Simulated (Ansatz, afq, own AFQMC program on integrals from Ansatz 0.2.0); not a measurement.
# Where AFQMC and coupled cluster stand for Si₂H₂, singlet

```yaml
atoms:
  - { symbol: Si, position_ang: [0.0000, 0.0000, 1.0300] }
  - { symbol: Si, position_ang: [0.0000, 0.0000, -1.1633] }
  - { symbol: H, position_ang: [0.0000, 1.2361, 1.8580] }
  - { symbol: H, position_ang: [0.0000, -1.2361, 1.8580] }
```

Connectivity, by distances: SiH2–Si.

Basis cc-pVDZ. Noble-gas cores (and the filled d shells of Ga–Kr and In–Xe) are frozen. AFQMC by an in-house program on the Cholesky factors that Ansatz 0.2.0 writes for its CCSD(T) run. The CISD trial takes its coefficients from CCSD amplitudes. Released means that phaseless walkers are propagated on without the constraint, phases kept. ± is one standard error of the sampling.

Determinant: UHF, the one that the program's search chose, which needn't be the lowest solution. The geometry is a point of a scan.

No full CI on the walks' own integrals is used here; CCSDT(Q) serves as the reference and is uncertain by about the last step of the cluster series.

Cautions: higher spins were not checked; an unrestricted solution with more broken spin lies lower (145 meV, ⟨S²⟩ 0.74), while this determinant keeps restricted orbitals; the released energies are still falling, so no released level is given (meV from the phaseless value at times in 1/Eh: -15 ± 13 at 0.24, -23 ± 13 at 0.51, -29 ± 12 at 0.99, -36 ± 13 at 1.62, -51 ± 15 at 2.40), though the last usable value meets CCSDT(Q) within the noise.

```
T1 diagnostic                               : 0.0198
weight of the determinant in the CISD state : 0.837
⟨S²⟩ of the determinant                     : 0.000
size of the correlated space                : 10 electrons in 36 orbitals
```

```json
{"level": "MP2", "correlation energy (eV)": "-4.6556"}
{"level": "CCSD", "correlation energy (eV)": "-5.7542"}
{"level": "CCSD(T)", "correlation energy (eV)": "-5.9939"}
```

Question: Estimate where phaseless AFQMC with a CISD trial lies against CCSD(T) on the same integrals.

Answer: 2.9 ± 1.3 kJ/mol below CCSD(T).

Reference: CCSDT(Q), correlation energy -6.052 eV.

```
        level  E − E(reference) (kJ/mol)  share of correlation (%)
      CCSD(T)                        5.6                     99.04
        CCSDT                        1.8                     99.69
  ph-AFQMC/HF                  2.7 ± 4.5                     99.53
ph-AFQMC/CISD                  2.8 ± 1.3                     99.53
```

A walk keeps the symmetry of its determinant, which the program's search chose and which needn't be the lowest solution, so a lower state of the same spin and another symmetry isn't excluded.
